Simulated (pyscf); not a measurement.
Elementary routes open to F–Si:–F [singlet] + F–SiH(F)–F in the gas phase (singlet surface):
A. F–SiH(F)–Si(F)(F)–F (F–Si broken; F–Si, Si–Si formed)
B. F–Si(F)(F)–F + F–SiH: [singlet] (F–Si, H–Si broken; F–Si, H–Si formed)

Single points on ωB97X-D3(BJ)/def2-SVP structures (PySCF, gas phase).

Q: Rank the routes by free-energy barrier at 600 K, lowest first, for ωB97M-D3(BJ)/def2-TZVP energies (ideal gas, 1 atm, RRHO with modes under 100 cm⁻¹ raised to 100, one conformer, R ln 2 for chiral ones without a mode under 150 cm⁻¹).

A: A (187.0 kJ/mol), B (207.2 kJ/mol)

Route A is the fastest of these, ahead of the next by 20.3 kJ/mol. The most stable products are those of A (ΔG = +7.6 kJ/mol), so kinetics and thermodynamics agree. At 1200 K A is still the fastest. B: On the product side the descent ends in an adduct with a F–Si, H–Si contact, 2.0 kJ/mol over the separated species and 11.9 kJ/mol under the saddle at ωB97X-D3(BJ)/def2-TZVP. Only these routes are compared; each barrier is that of the saddle found, and lower ones may exist.
